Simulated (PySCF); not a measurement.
# How good is the calculation?

Cartesian coordinates in Å; atom numbers follow the order of the lines, from 1:
```xyz
7

C    -0.586    0.661   -0.076
C    -0.620   -0.631    0.034
C     0.749   -0.017    0.018
H    -1.074    1.599   -0.172
H    -1.156   -1.544    0.098
H     1.321    0.046    0.939
H     1.369   -0.109   -0.868
```

Theoretical values (PySCF 2.14.0 with density-fitted response routines): GFN2-xTB structure, NMR shieldings at PBE0/pcSseg-1/GIAO. Gas phase, rapidly exchanging positions averaged, one conformer, non-relativistic Hamiltonian.

Reference values: CCSD(T)/cc-pCVQZ (gas (isolated, no vibration); M. Glasbrenner, PhD thesis, LMU Munich (RPA NMR shieldings paper, SI)).
```json
{"atoms": "C3", "quantity": "σ $^{13}$C", "reference": "192.5", "computed": "182.4"}
{"atoms": "C1/C2", "quantity": "σ $^{13}$C", "reference": "84.8", "computed": "68.1"}
{"atoms": "H6/H7", "quantity": "σ $^{1}$H", "reference": "30.70", "computed": "30.69"}
{"atoms": "H4/H5", "quantity": "σ $^{1}$H", "reference": "24.40", "computed": "24.40"}
```

Reference values: CCSD(T)/aug-cc-pCV[TQ]Z extrapolated (gas (isolated, no vibration); Teale, Lutnaes, Helgaker, Tozer, Gauss, JCP 2013, 138, 024111, as tabulated in M. Glasbrenner, PhD thesis, LMU Munich (SI Table 24)).
| atoms | quantity | reference | computed |
| --- | --- | --- | --- |
| C3 | σ $^{13}$C | 192.1 | 182.4 |
| C1/C2 | σ $^{13}$C | 83.7 | 68.1 |
| H6/H7 | σ $^{1}$H | 30.60 | 30.69 |
| H4/H5 | σ $^{1}$H | 24.40 | 24.40 |

Absolute shieldings are compared as such; zero-point and thermal motion, absent here, lowers them by some tenths of a ppm for H, a few ppm for C and up to about 10 ppm for F.

Question: How far are the unscaled $^{13}$C shieldings from the references?

Answer: Mean signed difference -13.02 ppm, mean absolute 13.02 ppm over 4 comparisons; the largest is -16.7 ppm at C1/C2 (alkene CH).

Question: How far are the unscaled $^{1}$H shieldings from the references?

Answer: Mean signed difference +0.02 ppm, mean absolute 0.02 ppm over 4 comparisons; the largest is +0.09 ppm at H6/H7 (hydrogen on a three-membered-ring carbon).

8 of the 32 published NMR values on file for this molecule are compared. The rest: other calculations.
